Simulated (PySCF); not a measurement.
## Löwdin shares of the frontier orbitals

Species: C4H10P (charge +1).
Z-matrix (Å and degrees, GFN2-xTB geometry), rows numbered from 1:
```
C 
C   1  1.3256
P   2  1.7921  1  123.23
C   3  1.8052  2  110.85  1  -118.75
C   3  1.8051  2  110.85  1   118.56
H   1  1.0788  2  122.47  3    -0.02
H   1  1.0778  2  121.27  3  -180.00
H   2  1.0842  1  122.10  3  -179.98
H   3  1.3790  2  107.74  1    -0.07
H   4  1.0900  3  110.11  2    58.72
H   4  1.0902  3  109.98  2   179.37
H   4  1.0914  3  109.25  2   -60.92
H   5  1.0914  3  109.27  2    60.81
H   5  1.0900  3  110.12  2   -58.83
H   5  1.0902  3  109.99  2  -179.48
```

Method: TDDFT B3LYP/def2-SVPD, vertical, gas phase, core orbitals frozen in the response (PySCF).

Kohn–Sham orbitals with the atoms that hold most of them (Löwdin shares over 4%, at most four atoms; ? is withheld):

| orbital | ε (eV) | atoms |
| --- | --- | --- |
| LUMO+2 | -3.94 | P3 33%, H9 19%, C2 8%, C4 8% |
| LUMO+1 | -4.13 | P3 30%, H9 21%, C4 10%, C5 10% |
| LUMO | ? | ? |
| HOMO | -12.92 | ? |
| HOMO-1 | -14.54 | C1 22%, C2 22%, P3 14%, H7 10% |
| HOMO-2 | -15.43 | C4 26%, C5 26%, P3 16%, H14 12% |
| HOMO-3 | -15.57 | P3 23%, H9 16%, C5 16%, C4 16% |

Problem. Give the leading atoms of the HOMO.

Solution. C2 (bonded to C, P and H) 42%; C1 (bonded to C and 2 H) 36%; P3 (bonded to 3 C and H) 5%. By element: carbon 78% or more, phosphorus 5%.

Problem. Which atoms hold the LUMO, and with what shares?

Solution. C1 (bonded to C and 2 H) 40%; C2 (bonded to C, P and H) 28%; P3 (bonded to 3 C and H) 10%; H7 (bonded to C) 5%. By element: carbon 68% or more, phosphorus 10%, hydrogen 5% or more.

Problem. What is the LUMO energy, and the HOMO–LUMO gap?

Solution. ε(LUMO) = -5.71 eV; the gap is 7.21 eV (0.2650 hartree).

Problem. How does S1 compare with the orbital gap of 7.21 eV?

Solution. S1 is at 7.32 eV (f = 0.471), 0.11 eV above the gap, made of HOMO→LUMO (94%). Without the coupling terms of the response equations the lowest excitation would equal the gap.

Problem. One configuration dominates each of S1, S2, S3 and S8. Which, and how do the shares of the two leading atoms of either orbital change from the occupied to the empty one?

Solution. 
- S1 (7.32 eV, f 0.471), HOMO→LUMO (94%): C2 42% → 28%, C1 36% → 40%
- S2 (7.42 eV, f 0.0024), HOMO-1→LUMO (97%): C1 22% → 40%, C2 22% → 28%
- S3 (7.75 eV, f 0.0010), HOMO→LUMO+1 (91%): C2 42% → at most 10%, C1 36% → at most 10%, P3 5% → 30%, H9 at most 4% → 21%
- S8 (8.88 eV, f 0.0044), HOMO-2→LUMO (95%): C4 26% → at most 5%, C5 26% → at most 5%, C1 at most 12% → 40%, C2 at most 12% → 28%

Löwdin shares depend on the basis, the more so with diffuse functions.

One conformer stands for the species.
